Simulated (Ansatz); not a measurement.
System: hcp Os. Method: PBE-D3(BJ) (PAW; Ansatz, an electronic-structure program).

Run with plane-wave cutoff 520 eV, 24×24×14 k mesh (along the axes of the cell as run), Fermi–Dirac smearing 0.05 eV, no spin polarisation, scalar-relativistic PAW data made under PBE.

Energies at three volumes about the minimum:

```json
[
 {"V (Å³/atom)": "13.733", "E − E_lowest (meV/atom)": "7.61"},
 {"V (Å³/atom)": "14.013", "E − E_lowest (meV/atom)": "0.00"},
 {"V (Å³/atom)": "14.294", "E − E_lowest (meV/atom)": "7.04"}
]
```

Task: Fit a parabola by hand: where is the minimum, and what is the bulk modulus?

Result: Slopes: (0.00 − 7.61)/(14.013 − 13.733) = -27.179 and (7.04 − 0.00)/(14.294 − 14.013) = 25.053 meV/Å³. Curvature E″ = 2 × (25.053 − (-27.179))/(14.294 − 13.733) = 186.210 meV/Å⁶. From the middle of the first interval, the slope vanishes at V0 = 13.8730 − (-27.179)/186.210 = 14.019 Å³/atom. B = V0 E″ = 14.019 × 186.210 meV/Å³ × 0.1602 GPa per meV/Å³ = 418 GPa. The full Birch–Murnaghan fit to all volumes gives V0 = 14.014 Å³/atom and B0 = 418 GPa.

Shape and atoms are relaxed at each volume.

Measured, for comparison: bulk modulus 425 GPa (zero-point energy and finite temperature contributions removed; as tabulated in doi:10.1021/acs.jctc.3c00612). Computed (rounded) less measured: bulk modulus -2 %.

Note: the bulk modulus comes from volumes at which shape and atoms were relaxed.
